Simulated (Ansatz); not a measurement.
## hcp against bcc along group 13

The calculation used DFT, PBEsol, plane waves (420 eV) with PAW, scalar-relativistic in Ansatz. The PAW files were generated under PBE, with cores re-solved for the functional.

Each structure is relaxed within its symmetry, in the lowest magnetic state of the tried starts. Differences under about 8 meV lie within the error of the k-point mesh.

| element | E(hcp) − E(bcc) (meV/atom) | V(hcp) (Å³/atom) | V(bcc) (Å³/atom) | state of hcp | state of bcc |
| --- | --- | --- | --- | --- | --- |
| Al | ? | ? | ? | ? | ? |
| Ga | -7 | 17.85 | 17.98 | spin not included | spin not included |
| In | -5 | 25.69 | 25.88 | spin not included | spin not included |
| Tl | -5 | 28.59 | 28.60 | spin not included | spin not included |

**Question.** Fill in the row of Al.

**Answer.** E(hcp) − E(bcc) (meV/atom): -62; V(hcp) (Å³/atom): 16.30; V(bcc) (Å³/atom): 16.60; state of hcp: spin not included; state of bcc: spin not included.
